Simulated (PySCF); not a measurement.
Fractional electron number in H (hydrogen, neutral)

The 1s alpha orbital of 1s1 is emptied in steps (occupation f), with all orbitals relaxed, ending at no electrons. Calculation: PySCF 2.14, in aug-pcseg-2 (4s3p2d, 23 functions); no relativity, point nucleus. The exact energy is a straight line in f; departures are measured from the line between the end points of the same method.

```tsv
f	UHF (eV)	LC-wPBE (eV)	wB97X (eV)
1	0.000	0.000	0.000
0.75	0.000	-0.279	-0.369
0.5	0.000	-0.329	-0.460
0.25	0.000	-0.180	-0.292
0	0.000	0.000	0.000
```

| method | E(f=0) − E(f=1) (eV) | −ε at f=1 (eV) | −ε at f=0.5 (eV) |
| --- | --- | --- | --- |
| UHF | 13.603 | 13.603 | 13.603 |
| LC-wPBE | 13.774 | 12.197 | 14.013 |
| wB97X | 13.649 | 11.626 | 13.832 |

Orbital energy along the path (eV):

| f | UHF | LC-wPBE | wB97X |
| --- | --- | --- | --- |
| 1 | -13.603 | -12.197 | -11.626 |
| 0.75 | -13.603 | -13.122 | -12.728 |
| 0.5 | -13.603 | -14.013 | -13.832 |
| 0.25 | -13.603 | -14.641 | -14.750 |
| 0 | -13.603 | -13.603 | -13.605 |

As f goes to zero the orbital energy of a semilocal functional can turn back, because the density of that orbital vanishes from the exchange-correlation potential.

Reference removal energy between the ground levels: 13.598 eV (theoretical estimate listed by NIST; NIST Atomic Spectra Database, ionization energies). UHF lacks correlation.
